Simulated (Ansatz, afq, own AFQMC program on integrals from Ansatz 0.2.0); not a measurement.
## CH$_{3}$Cl, triplet: AFQMC among the cluster methods

```xyz
5

Cl   -0.8807    0.0000    0.0000
H     0.8393    0.0000    0.0000
C     2.1063    0.0000    0.0000
H     2.5207    0.0000    0.9962
H     2.5207    0.0000   -0.9962
```

Connectivity, by distances: Cl ··· CH2, 1 bridging H.

Basis cc-pVTZ. Noble-gas cores (and the filled d shells of Ga–Kr and In–Xe) are frozen. Ansatz 0.2.0 and our own AFQMC program on the same integrals; the CISD trial comes from CCSD amplitudes, and released means the phaseless constraint is let go. ± is one standard error of the sampling.

Determinant: UHF, the one that the program's search chose, which needn't be the lowest solution. The geometry is a point of a scan.

No full CI on the walks' own integrals is used here. The released AFQMC energy serves as the reference, which it does only where one determinant dominates, the energy is flat over the last release times and near the phaseless one (40 meV or 2 meV an electron, half that with transition metals). On small molecules, where full CI could be run and the noise was under 10 meV, such values lay within 10 meV of it in 19 cases of 20, a flattering rate, since the rule was set on those same cases; what remains of the bias isn't in the error bar.

Cautions: lower spins were not checked; unrestricted determinant slightly spin contaminated (⟨S²⟩ 2.06 against 2.00); the released value is read at 1.62 1/Eh, later times being too noisy (meV from the phaseless value at times in 1/Eh: -11 ± 6 at 0.24, -16 ± 7 at 0.51, -18 ± 7 at 0.99, -5 ± 8 at 1.62, -30 ± 13 at 2.40).

* T1 diagnostic: 0.0149
* weight of the determinant in the CISD state: 0.864
* ⟨S²⟩ of the determinant: 2.059
* size of the correlated space: 14 electrons in 100 orbitals

Reference: AFQMC with the constraint released, correlation energy -10.535 ± 0.008 eV.

```json
{"level": "HF", "E − E(reference) (kcal/mol)": "242.95 ± 0.18", "share of correlation (%)": "0.00"}
{"level": "MP2", "E − E(reference) (kcal/mol)": "35.64 ± 0.18", "share of correlation (%)": "85.33"}
{"level": "CCSD", "E − E(reference) (kcal/mol)": "8.96 ± 0.18", "share of correlation (%)": "96.31"}
{"level": "CCSD(T)", "E − E(reference) (kcal/mol)": "0.85 ± 0.18", "share of correlation (%)": "99.65"}
{"level": "ph-AFQMC/CISD", "E − E(reference) (kcal/mol)": "0.12 ± 0.22", "share of correlation (%)": "99.95"}
```

A walk keeps the symmetry of its determinant, which the program's search chose and which needn't be the lowest solution, so a lower state of the same spin and another symmetry isn't excluded. Released energies are given only where the last usable release times agree within the noise; a slower fall can still hide under it.
